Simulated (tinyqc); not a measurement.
Worked calculation: CIS on RHF in the sto-3g basis, frozen core, for BH2+, spin multiplicity 1. One step of it, computed by the program tinyqc.

Problem. CIS matrix, triplets. A(ia,jb) = (e_a - e_i) d_ij d_ab - (ij|ab).

orbital energies (hartree): MO1 -7.964488, MO2 -1.027893, MO3 -0.873191, MO4 -0.261525, MO5 -0.188041, MO6 0.360475, MO7 0.405462

Two-electron integrals over orbitals (pq|rs), unique and non-zero (hartree); the lowest 1 orbital is frozen and left out:
```
(22|22) 0.498209    (32|22) -0.015463   (32|32) 0.144466    (33|22) 0.485098
(33|32) 0.011213    (33|33) 0.505642    (42|22) 0.033669    (42|32) 0.000073
(42|33) 0.019630    (42|42) 0.063586    (43|22) -0.000545   (43|32) 0.015323
(43|33) 0.001911    (43|42) 0.002228    (43|43) 0.028892    (44|22) 0.443660
(44|32) -0.000469   (44|33) 0.440105    (44|42) -0.065209   (44|43) -0.004681
(44|44) 0.597092    (52|52) 0.073521    (53|52) 0.002361    (53|53) 0.020812
(54|52) -0.031372   (54|53) -0.001662   (54|54) 0.044828    (55|22) 0.478021
(55|32) -0.000538   (55|33) 0.454402    (55|42) -0.028478   (55|43) -0.002754
(55|44) 0.514306    (55|55) 0.586773    (62|22) -0.035508   (62|32) 0.012965
(62|33) -0.007090   (62|42) -0.000762   (62|43) 0.020138    (62|44) -0.041712
(62|55) -0.068911   (62|62) 0.067192    (63|22) -0.022356   (63|32) 0.051298
(63|33) -0.009930   (63|42) 0.034302    (63|43) 0.018442    (63|44) -0.070222
(63|55) -0.067950   (63|62) 0.057622    (63|63) 0.094217    (64|22) -0.020800
(64|32) 0.045823    (64|33) 0.000974    (64|42) -0.001363   (64|43) -0.007289
(64|44) -0.027320   (64|55) -0.023930   (64|62) 0.023195    (64|63) 0.033350
(64|64) 0.039892    (65|52) -0.039091   (65|53) -0.012653   (65|54) 0.011059
(65|65) 0.033526    (66|22) 0.482732    (66|32) 0.114203    (66|33) 0.506960
(66|42) 0.033393    (66|43) 0.028745    (66|44) 0.442549    (66|55) 0.464773
(66|62) 0.013697    (66|63) 0.057283    (66|64) 0.028057    (66|66) 0.641517
(72|22) -0.027693   (72|32) -0.022806   (72|33) -0.009016   (72|42) 0.004810
(72|43) -0.022987   (72|44) -0.042962   (72|55) -0.066171   (72|62) 0.017071
(72|63) 0.002129    (72|64) 0.018444    (72|66) -0.051890   (72|72) 0.073945
(73|22) 0.009231    (73|32) 0.045036    (73|33) 0.017773    (73|42) -0.039538
(73|43) 0.009817    (73|44) 0.073634    (73|55) 0.067106    (73|62) -0.012603
(73|63) -0.017129   (73|64) 0.000581    (73|66) 0.051868    (73|72) -0.058974
(73|73) 0.086404    (74|22) -0.008729   (74|32) -0.051984   (74|33) -0.007667
(74|42) -0.002889   (74|43) 0.008994    (74|44) -0.022671   (74|55) -0.019627
(74|62) 0.019150    (74|63) -0.005827   (74|64) -0.014818   (74|66) -0.045815
(74|72) 0.020851    (74|73) -0.030056   (74|74) 0.042762    (75|52) -0.036544
(75|53) 0.010334    (75|54) 0.010380    (75|65) 0.014518    (75|75) 0.030928
(76|22) 0.015102    (76|32) -0.012743   (76|33) -0.003677   (76|42) 0.027805
(76|43) -0.001702   (76|44) -0.025296   (76|55) -0.000727   (76|62) -0.012590
(76|63) 0.007498    (76|64) -0.010114   (76|66) -0.003195   (76|72) -0.002052
(76|73) -0.023314   (76|74) -0.001007   (76|76) 0.022736    (77|22) 0.505958
(77|32) -0.117420   (77|33) 0.488919    (77|42) 0.028054    (77|43) -0.026470
(77|44) 0.451859    (77|55) 0.469965    (77|62) -0.043555   (77|63) -0.068593
(77|64) -0.042343   (77|66) 0.400339    (77|72) 0.027659    (77|73) -0.045813
(77|74) 0.033577    (77|76) 0.019645    (77|77) 0.643231
```

Give: CIS matrix A, triplet.

Solution.

CIS matrix A, triplet (hartree):
```
         2>4     2>5      2>6      2>7      3>4     3>5      3>6     3>7
2>4   0.3227  0.0000   0.0208   0.0087   0.0005  0.0000  -0.0458  0.0520
2>5   0.0000  0.3618   0.0000   0.0000   0.0000  0.0005   0.0000  0.0000
2>6   0.0208  0.0000   0.9056  -0.0151  -0.0458  0.0000  -0.1142  0.0127
2>7   0.0087  0.0000  -0.0151   0.9274   0.0520  0.0000   0.0127  0.1174
3>4   0.0005  0.0000  -0.0458   0.0520   0.1716  0.0000  -0.0010  0.0077
3>5   0.0000  0.0005   0.0000   0.0000   0.0000  0.2307   0.0000  0.0000
3>6  -0.0458  0.0000  -0.1142   0.0127  -0.0010  0.0000   0.7267  0.0037
3>7   0.0520  0.0000   0.0127   0.1174   0.0077  0.0000   0.0037  0.7897
```
